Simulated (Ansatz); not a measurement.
For zinc-blende InAs, PBE-D3(BJ) in Ansatz (PAW) gives:

- equilibrium lattice constant a: 6.111 Å
- formation enthalpy: -0.175 eV/atom

Task: What does r²SCAN-D4 in Ansatz (PAW) give for the same quantities?

Result: 
- lattice constant a: 6.088 Å (shrinks by 0.4 %)
- formation enthalpy: -0.378 eV/atom (moves by -0.203 eV/atom)

For comparison: lattice constant a 6.047 Å (measured, static lattice: zero-point anharmonic expansion removed; as tabulated in Mejia-Rodriguez and Trickey (2018), arXiv:1807.09216); formation enthalpy -0.31 eV/atom (measured, 298 K, not corrected to a static lattice; as tabulated in Zhang et al. (2018), doi:10.1038/s41524-018-0065-z).

Changes are worked out from the printed values.

Unless a cell is named, each level is at its own relaxed cell (PBE-D3(BJ) 28.52, r²SCAN-D4 28.21 Å³/atom).

Levels without +SOC leave out spin–orbit coupling, which shifts energies and cells of such heavy elements.

Ansatz's density-functional and Hartree–Fock values are scalar-relativistic unless marked +SOC, with PAW data made under PBE.

Ansatz is a quantum-chemistry and plane-wave program.
